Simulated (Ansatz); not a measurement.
## Ti₄CuAg (P4/mmm)

These are results of DFT r2SCAN, scalar-relativistic, plane waves, PAW (Ansatz), not measurements.

Cutoff 500 eV; k points 12×12×4 on the computed 6-atom cell (Γ-centred); Gaussian smearing, width 0.10 eV; no spin polarisation.

The structure is relaxed at this level of theory with its symmetry kept. Whether it is the stable form of this composition wasn't checked.

```
CELL_PARAMETERS angstrom
2.93681 0.00000 0.00000
0.00000 2.93681 0.00000
0.00000 0.00000 11.22653
ATOMIC_POSITIONS crystal
Ti 0.50000 0.50000 0.18125
Ti 0.00000 0.00000 0.65199
Ti 0.00000 0.00000 0.34801
Ti 0.50000 0.50000 0.81875
Cu 0.50000 0.50000 0.50000
Ag 0.00000 0.00000 0.00000
```

| Item | Value |
| --- | --- |
| Space group | P4/mmm (No. 123) |
| Volume per atom | 108.9 bohr³ |
| Formation energy from the elements' standard states (uncorrected) | -0.092 eV/atom |
| Generalised Kohn–Sham band gap | none (metal) |
| Density of states at the Fermi level | 3.65 states/eV per cell |
| Löwdin character within 0.5 eV of the Fermi level | Ti 3d 76 %, unprojected 14 % |

Cost: 1 run of about 6.8 core-minutes, on Intel Xeon Processor @ 2.50GHz (Skylake/Cascade Lake) (shared hosts).